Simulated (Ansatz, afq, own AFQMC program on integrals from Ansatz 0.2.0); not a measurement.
**Atomization energy of SiH₄, singlet**

```xyz
5

Si    0.0000    0.0000    0.0000
H     0.8558    0.8587    0.8568
H    -0.8596   -0.8544    0.8574
H    -0.8547    0.8555   -0.8611
H     0.8584   -0.8599   -0.8531
```

Atoms in their ground-state spins without spin–orbit coupling (mostly on UHF) minus the molecule (RHF), without zero-point energy. The geometry is a stationary point, not shown to be a minimum.

Basis 6-31G. Noble-gas cores (and the filled d shells of Ga–Kr and In–Xe) are frozen. Ansatz 0.2.0 and our own AFQMC program on the same integrals; the CISD trial comes from CCSD amplitudes, and released means the phaseless constraint is let go. Free projection: walkers drawn from exp(T), propagated without any constraint. Its projection time is finite, and what remains of the start isn't in its error. ± is one standard error of the sampling. The errors of all members are added in quadrature.

Full CI on the same integrals is exact in this basis and with this determinant's frozen core.

Errors are counted within 6-31G, not against nature.

Cautions: SiH₄ (singlet): the ph-AFQMC/CISD walk drifts between its halves (2.0 errors); other spins of the molecule weren't checked.

Reference (full CI): 260.4 kcal/mol.

```tsv
level	atomization energy (kcal/mol)	error against FCI (kcal/mol)
HF	221.2	-39.2
MP2	250.7	-9.8
CCSD	259.8	-0.6
CCSD(T)	260.2	-0.2
CCSDT	260.4	0.0
CCSDT(Q)	260.4	0.0
ph-AFQMC/HF	260.7 ± 0.4	0.2 ± 0.4
ph-AFQMC/CISD	260.4 ± 0.05	0.0 ± 0.05
released AFQMC	260.4 ± 0.03	0.0 ± 0.03
free AFQMC	260.5 ± 0.04	0.1 ± 0.04
```

Correlation beyond CCSD(T) adds 0.2 kcal/mol. The perturbative (T) step is worth +0.5 kcal/mol.

CCSDT and higher add their correlation energy to the determinant of the CCSD(T) run, since their own runs factorise the integrals more tightly (a shift of under 2 meV). Free projections are given only where their last times agree within the noise and don't stop above the reference; a slow remainder of the start can still hide under it. A walk keeps the symmetry of its determinant, which the program's search chose and which needn't be the lowest solution, so a lower state of the same spin and another symmetry isn't excluded. Released energies are given only where the last usable release times agree within the noise; a slower fall can still hide under it.
